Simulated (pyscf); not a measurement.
**Routes from F–GeH₂–F + H₂**

Candidate steps break at most two bonds and form at most two. Each was searched with GFN2-xTB (tblite) first. Structures and frequencies: ωB97X-D3(BJ)/def2-SVP in PySCF. Energies: ωB97M-D3(BJ)/def2-TZVP, kcal/mol, from the separated reactants, singlet surface; ΔG‡ with ideal gas, 1 atm, RRHO with modes under 100 cm⁻¹ raised to 100, one conformer, R ln 2 for chiral ones without a mode under 150 cm⁻¹.

```tsv
products	type	ΔE‡	ΔE	ΔG‡ 298 K	ΔG‡ 900 K	ν‡ (cm⁻¹)
F–GeH₃ + HF	four-centre exchange	47.2	+12.9	55.8	72.8	1059i
F–Ge:–F [singlet] + H₂ + H₂	multi-bond step	57.2	+9.2	63.0	77.6	1927i
```

Row 1: On the product side the descent ends in a complex (not fully relaxed), 7.0 kcal/mol under the separated species and 41.3 kcal/mol under the saddle at ωB97X-D3(BJ)/def2-TZVP. 

Plain bond fissions and candidates not yet searched are not listed, and one of them may be faster. Each barrier is that of the saddle found; lower ones may exist. Elements up to Kr have no core potential and no relativistic terms here.
